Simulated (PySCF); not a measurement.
One of the candidates below gave these computed data.

All candidates are C5H10O.

| technique | computed result |
| --- | --- |
| UV, first state | lowest singlet excitation: 4.50 eV (276 nm, f = 0.000) [TDDFT CAM-B3LYP/def2-SVPD] |
| Rotational structure | rotational constants A, B, C: 4.785, 2.828, 2.307 GHz [GFN2-xTB] |
| Dipole | 3.01 D [CAM-B3LYP/def2-SVPD] |
| Polarisability | 63.4 au [CAM-B3LYP/def2-SVPD] |
| Triplet | lowest triplet excitation (Tamm–Dancoff): 3.94 eV [TDA CAM-B3LYP/def2-SVPD] |

Gas-phase values; electronic properties from PySCF, density fitting. Levels stand in brackets. The structure is a single GFN2-xTB conformer in the gas phase; no vibrational or solvent corrections.

Problem. Which candidate is it?
A. `CC(=O)C(C)C`
B. `C=C[C@H](C)OC`
C. `C1CCOCC1`

Solution. A. It is `CC(=O)C(C)C`. Numbering: `[CH3:1][C:2](=[O:3])[CH:4]([CH3:5])[CH3:6]`. Its formula, C5H10O, gives 1 degree of unsaturation: 0 rings and 1 π bond in the structure found. The optimised geometry has point group C1 and is an asymmetric top.

The others, at the same levels:
- `C1CCOCC1` fails: its computed lowest singlet excitation is 7.21 eV (172 nm, f = 0.007) (against 4.50 eV), lowest triplet excitation (Tamm–Dancoff) is 7.04 eV (against 3.94 eV) and static isotropic polarisability is 61.8 au (against 63.4 au).
- `C=C[C@H](C)OC` fails: its computed lowest singlet excitation is 6.78 eV (183 nm, f = 0.004) (against 4.50 eV), lowest triplet excitation (Tamm–Dancoff) is 4.52 eV (against 3.94 eV) and static isotropic polarisability is 67.0 au (against 63.4 au).

Each candidate is one conformer, not necessarily the lowest. Dipoles, sizes and rotational constants follow the conformer. The torsions of the flexible species, by atom-mapped SMILES:
- `[CH3:1][C:2](=[O:3])[CH:4]([CH3:5])[CH3:6]`: C1–C2–C4–C5 149°
- `[CH2:1]=[CH:2][C@H:3]([CH3:4])[O:5][CH3:6]`: C1–C2–C3–C4 -114°, C2–C3–O5–C6 -68°
